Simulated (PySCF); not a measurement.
## Converging PN in the basis (MP2)

PySCF, RHF reference; singlet, unpaired electrons none; De to P + N without counterpoise correction. Frozen cores follow the default of each basis and core potential.

```json
{"basis": "pcseg-1", "relativity": "no relativity", "functions": "32", "Re (Å)": "1.534", "ωe (cm⁻¹)": "1160", "De (eV)": "5.80", "frozen orbitals": "6"}
{"basis": "6-311G(d,p)", "relativity": "no relativity", "functions": "44", "Re (Å)": "1.527", "ωe (cm⁻¹)": "1179", "De (eV)": "5.86", "frozen orbitals": "6"}
{"basis": "aug-pcseg-1", "relativity": "no relativity", "functions": "50", "Re (Å)": "1.537", "ωe (cm⁻¹)": "1158", "De (eV)": "5.99", "frozen orbitals": "6"}
{"basis": "def2-TZVPP", "relativity": "no relativity", "functions": "73", "Re (Å)": "1.522", "ωe (cm⁻¹)": "1192", "De (eV)": "6.34", "frozen orbitals": "6"}
{"basis": "def2-TZVPPD", "relativity": "no relativity", "functions": "85", "Re (Å)": "1.522", "ωe (cm⁻¹)": "1190", "De (eV)": "6.39", "frozen orbitals": "6"}
```

Question: How does each smaller set differ from the one with most functions, def2-TZVPPD?

Answer: pcseg-1: +1.2 pm, -2.5 % in ωe, -0.59 eV in De; 6-311G(d,p): +0.5 pm, -0.9 % in ωe, -0.53 eV in De; aug-pcseg-1: +1.5 pm, -2.7 % in ωe, -0.40 eV in De; def2-TZVPP: +0.0 pm, +0.2 % in ωe, -0.05 eV in De. All at MP2; the set with most functions is neither the basis-set limit nor always the best.

Measured (Huber and Herzberg, Constants of Diatomic Molecules (1979)): Re = 1.490866 Å, ωe = 1337.24 cm⁻¹. Correlated steps freeze 6 core orbitals. Correlated levels converge slowly with the basis: in double zeta they bind strong bonds too weakly, by up to about 1 eV, and carry superposition errors of some tenths. Where the molecule has an RHF reference, its open-shell atoms are computed with UHF.
